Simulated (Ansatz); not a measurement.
Ansatz (a quantum-chemistry and plane-wave program) input (MP2/def2-TZVPP): A basis named .json is the Basis Set Exchange file of that set (core-valence sets with the plain set on hydrogen).

Ansatz 0.2 input:
```yaml
crystal:
  periodic: [false, false, false]
  atoms:
    - {symbol: N, position_ang: [-1.06982458, 0.19432482, 0.10751560]}
    - {symbol: C, position_ang: [0.27236484, 0.31364904, -0.04785169]}
    - {symbol: O, position_ang: [1.05073958, -0.61125119, -0.08188812]}
    - {symbol: H, position_ang: [-1.47667231, -0.72197082, 0.20424856]}
    - {symbol: H, position_ang: [-1.66665177, 1.00198023, 0.12805939]}
    - {symbol: H, position_ang: [0.59199050, 1.36783209, -0.14270206]}
basis:
  gaussian:
    orbitals: def2-TZVPP
    fitting: {mean_field: def2-universal-jkfit, correlation: aug-cc-pVTZ-RIFIT.json}
magnetization: {spin_polarized: false}
correlation: {method: mp2, electrons: outside_noble_gas}
```

Output:

```
Functional definition: HF
integrals: 0.06 GiB planned
283 factors; integrals over basis functions are off by at most 9.5e-1 eV
456 factors; integrals over basis functions are off by at most 6.4e-1 eV
mean field: 0.21 GiB planned
mean field evaluation 1: about -4595.8392 eV, gradient 4.0e1 eV
mean field evaluation 2: about -4597.8022 eV, gradient 2.7e1 eV
mean field evaluation 4: about -4598.9735 eV, gradient 1.7e0 eV
mean field evaluation 8: about -4598.9834 eV, gradient 2.1e-6 eV
mean field -4598.98338168 eV, -169.0095219737 hartree, gradient 2.1e-6 eV, S^2 0.000000; 0 other end points of the search recorded, 0 dependent functions left out
3 core orbitals not correlated
reference -4598.98338168 eV, -169.0095219737 hartree; 9, 9 occupied and 123, 123 virtual orbitals, 456 factors
second order -16.37316053 eV of doubles, -0.00000000 eV of singles
Total energy: -4615.35654220 eV, -169.6112245249 hartree
```
